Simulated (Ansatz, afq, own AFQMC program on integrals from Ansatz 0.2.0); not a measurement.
BS, doublet in 6-31G, levels against full CI

```xyz
2

B     0.0000    0.0000    0.0000
S     0.0000    0.0000    2.1910
```

Basis 6-31G. Noble-gas cores (and the filled d shells of Ga–Kr and In–Xe) are frozen. AFQMC by an in-house program on the Cholesky factors that Ansatz 0.2.0 writes for its CCSD(T) run. ph-AFQMC/CISD is guided by a CISD state made of CCSD amplitudes; releasing the constraint for a short imaginary time cuts its bias at the price of noise, slowly where states lie close. Uncertainties: one standard error, sampling alone.

Determinant: UHF, the one that the program's search chose, which needn't be the lowest solution. The geometry is a point of a scan.

Full CI on the same integrals is exact in this basis and with this determinant's frozen core.

Cautions: an unrestricted solution with more broken spin lies lower (474 meV, ⟨S²⟩ 1.09); strong correlation (T1 0.080, weight of the determinant 0.78, largest double 0.10); (T) is large, 8 % of the CCSD correlation; unrestricted determinant slightly spin contaminated (⟨S²⟩ 0.81 against 0.75); the released energies have errors that jump between times, so the bars are unsure, so no released level is given (meV from the phaseless value at times in 1/Eh: -36 ± 29 at 0.24, -10 ± 8 at 0.51, -29 ± 10 at 0.99, -48 ± 14 at 1.62, -41 ± 11 at 2.40).

The T1 diagnostic is 0.0800 and the weight of the determinant in the CISD state is 0.782. The ⟨S²⟩ of the determinant is 0.813. The size of the correlated space is 9 electrons in 16 orbitals.

Reference: full CI, correlation energy -3.527 eV. The cautions show a poor starting determinant, so the rows tell how each method copes with it here, and full CI is the sure value.

```tsv
level	E − E(reference) (mEh)	share of correlation (%)
HF	129.61	0.00
MP2	42.92	66.88
CCSD	11.89	90.83
CCSD(T)	2.70	97.91
CCSDT	-0.02	100.02
CCSDT(Q)	-2.37	101.83
CCSDTQ	-0.50	100.38
ph-AFQMC/CISD	2.36 ± 0.34	98.18
```

CCSDT and higher add their correlation energy to the determinant of the CCSD(T) run, since their own runs factorise the integrals more tightly (a shift of under 2 meV). A walk keeps the symmetry of its determinant, which the program's search chose and which needn't be the lowest solution, so a lower state of the same spin and another symmetry isn't excluded.
